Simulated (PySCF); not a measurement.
These 2 structures share the formula C3H7OP. Computed with PySCF 2.14.0, PBE0-D3(BJ)/def2-SVP geometry optimisation, gas phase. Energies are electronic, without zero-point or thermal terms, for one conformer each. No frequencies were run at this level. Point groups hold within 0.08 Å.

Problem. Order them by energy at this level, lowest first, and give relative energies in kJ/mol.
A. `[CH3:1][PH:2][C:3]([CH3:4])=[O:5]` with C1–P2–C3–C4 48°
B. `C[C@@H]1C[P@@H]1=O`

Solution. A (0.0), B (57.4).

As drawn, the lower has a C=O bond, which the higher lacks; the higher has a three-membered ring and a P=O bond, which the lower lacks.

```json
{"SMILES": "CPC(C)=O", "E (Eh)": "-534.50095", "E rel (kJ/mol)": "0.0", "dipole (D)": "3.11", "point group": "C1", "A, B, C (MHz)": "6117, 2877, 2196"}
{"SMILES": "C[C@@H]1C[P@@H]1=O", "E (Eh)": "-534.47909", "E rel (kJ/mol)": "57.4", "dipole (D)": "3.79", "point group": "C1", "A, B, C (MHz)": "6808, 3334, 2674"}
```

Problem. How do the relative energies change in single points at PBE0/pcSseg-1 (no added dispersion term) on the same geometries?

Solution. 
```csv
SMILES,PBE0-D3(BJ)/def2-SVP (kJ/mol),PBE0/pcSseg-1 (kJ/mol),shift
CPC(C)=O,0.0,0.0,0.0
C[C@@H]1C[P@@H]1=O,57.4,50.0,-7.4
```

Each column counts from its own lowest isomer. The order is unchanged; the largest shift is 7.4 kJ/mol.
